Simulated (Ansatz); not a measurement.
Process, species as SMILES: OCl (OH-Cl) → Cl atom + H atom + O atom
B3LYP-D3(BJ)/def2-TZVP geometries, fixed; electronic energies without zero-point terms.
Largest species:
```xyz
3

O      0.0220     1.1044    -0.0012
H     -0.9233     1.3146     0.0160
Cl     0.0439    -0.5970    -0.0004
```

Basis-set convergence of the atomisation energy at PBE with Ansatz (a quantum-chemistry and plane-wave program). Cartesian d functions, on some or all atoms, in 6-31G*, 6-31G**, 6-311G**; all else is spherical. The program fits the integrals of some runs and decomposes those of others, by size. Open shells are unrestricted. No added dispersion term, no relativity. Functions are those of the species that has most. Reference: the value in pcseg-4, 175.78 kcal/mol, itself unsure by roughly 0.06 kcal/mol (its mean distance from aug-pcseg-3, aug-cc-pV(Q+d)Z, cc-pV(5+d)Z). Deviations are taken from unrounded values.

```json
[
 {"basis": "STO-3G", "functions": "15", "atomisation energy (kcal/mol)": "171.70", "minus reference (kcal/mol)": "-4.08"},
 {"basis": "3-21G", "functions": "24", "atomisation energy (kcal/mol)": "147.28", "minus reference (kcal/mol)": "-28.50"},
 {"basis": "6-31G*", "functions": "36", "atomisation energy (kcal/mol)": "166.96", "minus reference (kcal/mol)": "-8.82"},
 {"basis": "pcseg-1", "functions": "37", "atomisation energy (kcal/mol)": "165.85", "minus reference (kcal/mol)": "-9.93"},
 {"basis": "6-31G**", "functions": "39", "atomisation energy (kcal/mol)": "170.29", "minus reference (kcal/mol)": "-5.49"},
 {"basis": "cc-pV(D+d)Z", "functions": "42", "atomisation energy (kcal/mol)": "168.11", "minus reference (kcal/mol)": "-7.67"},
 {"basis": "6-311G**", "functions": "51", "atomisation energy (kcal/mol)": "166.42", "minus reference (kcal/mol)": "-9.36"},
 {"basis": "def2-SVPD", "functions": "58", "atomisation energy (kcal/mol)": "171.05", "minus reference (kcal/mol)": "-4.73"},
 {"basis": "aug-cc-pV(D+d)Z", "functions": "64", "atomisation energy (kcal/mol)": "172.59", "minus reference (kcal/mol)": "-3.19"},
 {"basis": "6-311++G(2d,2p)", "functions": "72", "atomisation energy (kcal/mol)": "172.73", "minus reference (kcal/mol)": "-3.05"},
 {"basis": "pcseg-2", "functions": "78", "atomisation energy (kcal/mol)": "174.35", "minus reference (kcal/mol)": "-1.43"},
 {"basis": "def2-TZVPP", "functions": "87", "atomisation energy (kcal/mol)": "175.00", "minus reference (kcal/mol)": "-0.78"},
 {"basis": "jun-cc-pV(T+d)Z", "functions": "101", "atomisation energy (kcal/mol)": "175.13", "minus reference (kcal/mol)": "-0.65"},
 {"basis": "aug-cc-pV(T+d)Z", "functions": "124", "atomisation energy (kcal/mol)": "175.18", "minus reference (kcal/mol)": "-0.60"},
 {"basis": "def2-QZVPP", "functions": "157", "atomisation energy (kcal/mol)": "175.32", "minus reference (kcal/mol)": "-0.46"},
 {"basis": "def2-QZVPPD", "functions": "178", "atomisation energy (kcal/mol)": "175.47", "minus reference (kcal/mol)": "-0.31"},
 {"basis": "aug-cc-pV(Q+d)Z", "functions": "215", "atomisation energy (kcal/mol)": "175.72", "minus reference (kcal/mol)": "-0.06"},
 {"basis": "pcseg-4", "functions": "267", "atomisation energy (kcal/mol)": "175.78", "minus reference (kcal/mol)": "0.00"}
]
```

The smallest set listed that lies within 1 kcal/mol of the reference with all its larger relatives (same family, alike in diffuse functions; a set with none counts only in the reference's own line) is def2-TZVPP (87 functions, -0.78 kcal/mol off). Inside, with no larger relative to test it: def2-QZVPPD. (Relatives not listed, tested too: def2-QZVP -0.46 kcal/mol.)
